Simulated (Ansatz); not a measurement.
PdS (P4₂/m, No. 84), treated with BLYP (plane waves, PAW; Ansatz, a first-principles code).

Run with plane-wave cutoff 520 eV, 10×10×8 k mesh (along the axes of the cell as run), Fermi–Dirac smearing 0.05 eV, scalar-relativistic PAW data made under PBE.

Response to compression and expansion:

Shape and atoms are relaxed at each volume.

```json
[
 {"V (Å³/atom)": "18.138", "P (GPa)": "4.16", "c (Å)": "6.724", "a (Å)": "6.570"},
 {"V (Å³/atom)": "18.515", "P (GPa)": "1.95", "c (Å)": "6.766", "a (Å)": "6.617"},
 {"V (Å³/atom)": "18.893", "P (GPa)": "0.00", "c (Å)": "6.806", "a (Å)": "6.665"},
 {"V (Å³/atom)": "19.271", "P (GPa)": "-1.72", "c (Å)": "6.845", "a (Å)": "6.711"},
 {"V (Å³/atom)": "19.649", "P (GPa)": "-3.23", "c (Å)": "6.887", "a (Å)": "6.757"}
]
```

Note: the cell is over a tenth larger than the published one: the level's own overestimate first of all, though another phase or state, or a fault of the published cell, is possible; the run has no spin polarisation, so it can have missed a magnetic state; the bulk modulus comes from volumes at which shape and atoms were relaxed.
